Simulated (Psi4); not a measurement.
**CCSD(T)/cc-pVTZ run of F2 (fluorine)**

What is the vertical singlet–triplet gap of F2 (fluorine) at CCSD(T)/cc-pVTZ? 

The results are computed with Psi4 1.11.

4 further runs of the same task are left out: 4 that didn't finish.

## Step 1: The structure to begin with

The species is F2 (2 atoms), meant as a singlet with charge 0. As SMILES, `FF`. The shape is that of a PBE0-D4/def2-TZVP optimisation.

Bond lengths: F1–F2 1.376 Å.

## Step 2: A single-point energy at CCSD(T)/cc-pVTZ

f2.py reads:

```python
import psi4

psi4.set_memory('1600 MB')
psi4.set_num_threads(1)
psi4.set_output_file('run.log', False)

geom = psi4.geometry("""
0 1
F     -1.10341108     0.40137783    -0.55746921
F      1.10341108    -0.40137783     0.55746921
units au
symmetry c1
no_reorient
no_com
""")

psi4.set_options({
    'basis': 'cc-pVTZ',
    'puream': True,
    'e_convergence': 1e-09,
    'd_convergence': 1e-08,
    'scf_type': 'pk',
    'num_frozen_docc': 2,
})

energy_value = psi4.energy("ccsd(t)")
print('E =', round(energy_value, 9))
```

On the command line:

```sh
$ python f2.py
```

run.log:

```text
[...]
  Running in c1 symmetry.
[...]
  Nuclear repulsion =   31.159450805153512
[...]
  Multiplicity = 1
[...]
  Nalpha       = 9
  Nbeta        = 9
[...]
    Number of basis functions: 60
[...]
   @RHF iter   1:  -198.73105997646229   -5.48197e-01   4.87315e-03 ADIIS/DIIS
[...]
   @RHF iter   8:  -198.75601330158483   -8.27072e-12   8.57955e-09 DIIS
[...]
    Orbital Energies [Eh]
    ---------------------
    Doubly Occupied:
       1A    -26.425196     2A    -26.424940     3A     -1.783228
       4A     -1.487078     5A     -0.816978     6A     -0.816978
       7A     -0.763551     8A     -0.657171     9A     -0.657171
[...]
  @RHF Final Energy:  -198.75601330158483
   => Energetics <=
    Nuclear Repulsion Energy =             31.1594508051535115
    One-Electron Energy =                -340.1663475034253565
    Two-Electron Energy =                 110.2508833966870014
    Total Energy =                       -198.7560133015848010
[...]
 Multipole Moments:
 ------------------------------------------------------------------------------------
     Multipole            Electronic (a.u.)      Nuclear  (a.u.)        Total (a.u.)
 ------------------------------------------------------------------------------------
 L = 1.  Multiply by 2.5417464519 to convert [e a0] to [Debye]
 Dipole X            :          0.0000000            0.0000000            0.0000000
 Dipole Y            :         -0.0000000            0.0000000           -0.0000000
 Dipole Z            :          0.0000000            0.0000000            0.0000000
 Magnitude           :                                                    0.0000000
[...]
      * MP2 total energy                      = -199.274300101464007
[...]
      * CCSD total energy                     = -199.278057293034578
[...]
      * CCSD(T) total energy                  = -199.295143601168604
```

Standard output:

```text
E = -199.295143601
```

Wall time 9.6 s (1 thread of Intel Xeon Platinum 8259CL at 2.50GHz (Skylake/Cascade Lake), shared host); peak memory 0.34 GiB.

## Step 3: The triplet

calc.dat reads:

```
memory 1.6 GB

molecule {
  0 3
  F     -0.583900     0.212400    -0.295000
  F      0.583900    -0.212400     0.295000
  units angstrom
  symmetry c1
}

set globals {
  basis cc-pVTZ
  reference uhf
  puream true
  e_convergence 1e-09
  d_convergence 1e-08
  scf_type pk
  num_frozen_docc 2
  maxiter 100
}

energy_value, wavefunction = energy("ccsd(t)", return_wfn=True)
print_variables()
```

On the command line:

```sh
$ psi4 -i calc.dat -o calc.out -n 1
```

calc.out:

```text
[...]
  Running in c1 symmetry.
[...]
  Nuclear repulsion =   31.159450748216873
[...]
  Multiplicity = 3
[...]
  Nalpha       = 10
  Nbeta        = 8
[...]
    Number of basis functions: 60
[...]
   @UHF iter   1:  -198.60079473742167   -4.17932e-01   4.48875e-03 ADIIS/DIIS
[...]
   @UHF iter  10:  -198.63594349029944   -1.79057e-12   3.12691e-09 DIIS
[...]
   @S^2 Observed:                2.037169750E+00
[...]
    Orbital Energies [Eh]
    ---------------------
    Alpha Occupied:
       1A    -26.426584     2A    -26.426455     3A     -1.868760
       4A     -1.594463     5A     -0.976616     6A     -0.894890
       7A     -0.833491     8A     -0.750632     9A     -0.682940
      10A     -0.556744
    Alpha Virtual:
      11A      0.783913    12A      0.837648    13A      0.865730
      14A      0.952845    15A      0.968035    16A      0.992900
      17A      1.140166    18A      1.715613    19A      1.865632
      20A      1.893551    21A      2.052544    22A      2.053020
      23A      2.305537    24A      2.305826    25A      2.404284
[...]
  @UHF Final Energy:  -198.63594349029944
   => Energetics <=
    Nuclear Repulsion Energy =             31.1594507482168730
    One-Electron Energy =                -340.2312378113061868
    Two-Electron Energy =                 110.4358435727898637
    Total Energy =                       -198.6359434902994394
  UHF NO Occupations:
  HONO-2 :    8  A 1.9879790
  HONO-1 :    9  A 1.0000000
[...]
 Multipole Moments:
 ------------------------------------------------------------------------------------
     Multipole            Electronic (a.u.)      Nuclear  (a.u.)        Total (a.u.)
 ------------------------------------------------------------------------------------
 L = 1.  Multiply by 2.5417464519 to convert [e a0] to [Debye]
 Dipole X            :          0.0000000            0.0000000            0.0000000
 Dipole Y            :         -0.0000000            0.0000000           -0.0000000
 Dipole Z            :          0.0000000            0.0000000            0.0000000
 Magnitude           :                                                    0.0000000
[...]
      * MP2 total energy                      = -199.126279691303608
[...]
      * CCSD total energy                     = -199.134386115105741
[...]
      * CCSD(T) total energy                     = -199.150673680018826
[...]
```

Run time: 19 s. Hardware: 1 thread of Intel Xeon Platinum 8259CL at 2.50GHz (Skylake/Cascade Lake), shared host; peak memory 0.32 GiB.

## Step 4: Outcome

At CCSD(T)/cc-pVTZ, 2 core orbitals frozen:

| quantity | value |
| --- | --- |
| singlet: total energy | -199.29514 Eh |
| singlet: HOMO energy (Hartree–Fock orbitals) | -17.88 eV |
| singlet: LUMO energy (Hartree–Fock orbitals) | 3.37 eV |
| singlet: HOMO–LUMO gap (Hartree–Fock orbitals) | 21.25 eV |
| singlet: correlation energy (2 core orbitals frozen) | -539.1 mEh |
| singlet: (T) correction | -17.09 mEh |
| singlet: T1 diagnostic | 0.010 |
| triplet: total energy | -199.15067 Eh |
| triplet: HOMO energy (Hartree–Fock orbitals) (highest over α and β) | -14.87 eV |
| triplet: LUMO energy (Hartree–Fock orbitals) (lowest over α and β) | -0.47 eV |
| triplet: correlation energy (2 core orbitals frozen) | -514.7 mEh |
| triplet: (T) correction | -16.29 mEh |
| triplet: ⟨S²⟩ of the reference determinant | 2.037 |
| triplet: T1 diagnostic | 0.020 |
| vertical energy of the triplet above the singlet | 3.931 eV |

In words: At this shape the triplet lies 3.93 eV (379 kJ/mol) above the singlet. The triples (singlet) make up 3.2 % of the correlation energy. The triples (triplet) make up 3.2 % of the correlation energy.
